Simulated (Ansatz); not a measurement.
in.yaml

```yaml
crystal:
  periodic: [false, false, false]
  atoms:
    - {symbol: H, position_ang: [0.000000, 0.000000, -1.114667]}
    - {symbol: H, position_ang: [0.000000, 0.000000, -0.277667]}
    - {symbol: Si, position_ang: [0.000000, 0.000000, 1.392333]}
basis:
  gaussian: {orbitals: cc-pVDZ}
magnetization: {spin_polarized: true, initial_magnetization: 2}
hamiltonian: {xc: {name: wB97M-V}}
output: {forces: true, orbitals: {seedname: orbitals}}
```

```sh
$ ansatz run in.yaml --threads 1 --pin off --events-out ev --progress --plain --max-ram 2393MiB
```

The program prints:

```
  # Of w^i u^j: cxij and so on, Table III.
  gx(w, u) = 1 - cx + cx01*u + cx10*w
  gss(w, u) = css00 + css04*u^4 + css10*w + css20*w^2 + css43*w^4*u^3
  gos(w, u) = cos00 + cos10*w + (cos20 + cos21*u)*w^2 + (cos60 + cos61*u)*w^6
      + integral(e_c_pw_mod_opposite_spin*gos(b97_w_opposite, b97_u_opposite)) + vv10(b, c)
271 factors; integrals over basis functions are off by at most 1.1e-3 eV
103 factors; integrals over basis functions are off by at most 1.4e-5 eV
mean field evaluation 1: about -7904.4276 eV, gradient 3.4e0 eV
mean field evaluation 2: about -7904.5546 eV, gradient 7.8e-1 eV
mean field evaluation 4: about -7904.5638 eV, gradient 2.3e-1 eV
mean field evaluation 8: about -7904.5649 eV, gradient 1.4e-2 eV
mean field evaluation 16: about -7904.5649 eV, gradient 4.3e-5 eV
mean field -7904.56493318 eV, -290.4874033876 hartree, gradient 1.6e-5 eV, S^2 2.003364; 1 other end points of the search recorded, 0 dependent functions left out
the calculation of the forces begins
reference -7904.56495990 eV, -290.4874043697 hartree; 9, 7 occupied and 19, 21 virtual orbitals, 271 factors
Total energy: -7904.56495990 eV, -290.4874043697 hartree
Atom 0 at     0.000000     0.000000    -1.114667 Å, force     0.000000    -0.000000     1.682200 eV/Å
Atom 1 at     0.000000     0.000000    -0.277667 Å, force     0.000000     0.000000    -3.386604 eV/Å
Atom 2 at     0.000000     0.000000     1.392333 Å, force    -0.000000    -0.000000     1.704404 eV/Å
Dipole moment:     0.000000     0.000000    -0.295570 e Å
```

Forces (eV/Å):
```
H    0.000  0.000  1.682
H    0.000  0.000 -3.387
Si   0.000  0.000  1.704
```

Ran on 1 thread of Arm Neoverse V2, shared host: 2.4 s wall, 0.13 GiB peak host memory.
